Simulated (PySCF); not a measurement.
Isomers of C5H10O. Method used: TDDFT wB97X-D/def2-SVPD, vertical, gas phase, core orbitals frozen in the response in PySCF. Geometries: GFN2-xTB; one conformer of each isolated species. Triplets are in the Tamm–Dancoff approximation.

A. `C[C@@H]1C[C@H]1CO`
B. `OC1CCCC1`
C. `C/C=C/OCC`

Lowest singlet levels (six at most, fewer where fewer were computed) with oscillator strengths:

1. 172 nm (f 0.006); 147 nm (f 0.041); 144 nm (f 0.009); 143 nm (f 0.013); 137 nm (f 0.004); 135 nm (f 0.004); T1 6.98 eV
2. 188 nm (f 0.028); 179 nm (f 0.000); 175 nm (f 0.364); 170 nm (f 0.010); 154 nm (f 0.012); 154 nm (f 0.027); T1 4.55 eV
3. 169 nm (f 0.010); 154 nm (f 0.000); 148 nm (f 0.021); 147 nm (f 0.020); 146 nm (f 0.028); 146 nm (f 0.004); T1 7.09 eV

Problem. Which spectrum belongs to which structure?

Solution. 1 = B, 2 = C, 3 = A.
- A: S1 at 7.34 eV, HOMO→LUMO (70%), HOMO→LUMO+1 (12%); Löwdin shares by element: HOMO oxygen 51%, carbon 31% or more (atoms not listed hold the other 17%); LUMO hydrogen 25% or more, oxygen 21%, carbon 12% or more (atoms not listed hold the other 42%); HOMO -9.70 and LUMO 2.32 eV.
- B: S1 at 7.20 eV, HOMO→LUMO (76%), HOMO→LUMO+1 (16%); Löwdin shares by element: HOMO oxygen 55%, carbon 27% or more, hydrogen 8% or more; LUMO oxygen 22%, carbon 21% or more, hydrogen 12% or more (atoms not listed hold the other 45%); HOMO -9.64 and LUMO 2.27 eV.
- C: S1 at 6.58 eV, HOMO→LUMO (75%), HOMO→LUMO+1 (14%); Löwdin shares by element: HOMO carbon 62% or more, oxygen 25%; LUMO carbon 43% or more, hydrogen 8% or more (atoms not listed hold the other 49%); HOMO -8.20 and LUMO 2.47 eV; point group Cs, 1 of its 6 listed states under f = 0.0005.
A and B have S1 within 0.14 eV of each other; their strongest listed levels stand at 8.51 eV (f 0.028) and 8.42 eV (f 0.041).
